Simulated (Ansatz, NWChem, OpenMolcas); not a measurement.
NH2 (SMILES [NH2]): methods side by side

The species is NH2 (3 atoms), meant as a doublet with charge 0. As SMILES, `[NH2]`. The shape is that of a PBE0-D4/def2-TZVP optimisation.

| atom | x (Å) | y (Å) | z (Å) |
| --- | --- | --- | --- |
| N | 0.3371 | -0.2000 | 0.1662 |
| H | 0.1308 | 0.8059 | 0.1594 |
| H | -0.4678 | -0.6059 | -0.3256 |

Quantity: the electronic atomisation energy, in eV. The values are calculated. Electronic energies at fixed atoms, without zero-point motion or spin-orbit coupling.

| level | kind | program | value (eV) | less CCSD(T)/def2-TZVPPD | CPU time (all runs) |
| --- | --- | --- | --- | --- | --- |
| UHF/def2-TZVPPD | Hartree–Fock | NWChem | 5.09 | -2.59 | 8.7 s |
| UBLYP/def2-TZVPPD | GGA | Ansatz | 8.23 | +0.55 | 2.1 s |
| UM06-L/def2-TZVPPD | meta-GGA | OpenMolcas | 7.81 | +0.13 | 26 s |
| UB3LYP/def2-TZVPPD | global hybrid | Ansatz | 8.15 | +0.47 | 2.3 s |
| UHSE06/def2-TZVPPD | range-separated hybrid | Ansatz | 7.95 | +0.27 | 2.7 s |
| UB2PLYP/def2-TZVPPD | double hybrid | Ansatz | 7.95 | +0.27 | 2.5 s |
| UPBE-QIDH/def2-TZVPPD | double hybrid | Ansatz | 7.73 | +0.05 | 2.6 s |
| RPA@PBE0/def2-TZVPPD | RPA | Ansatz | 7.46 | -0.22 | 2.9 s |
| ROCCSD(T)/def2-TZVPPD | coupled cluster or CI | OpenMolcas | 7.68 | 0.00 | 12 s |

Differences are taken from ROCCSD(T)/def2-TZVPPD for orientation; it has basis-set and higher-order errors of its own. The values span 5.09 to 8.23 eV. Times are those of the runs behind each value, whatever else they computed, on shared processors of several kinds: orders of magnitude only.
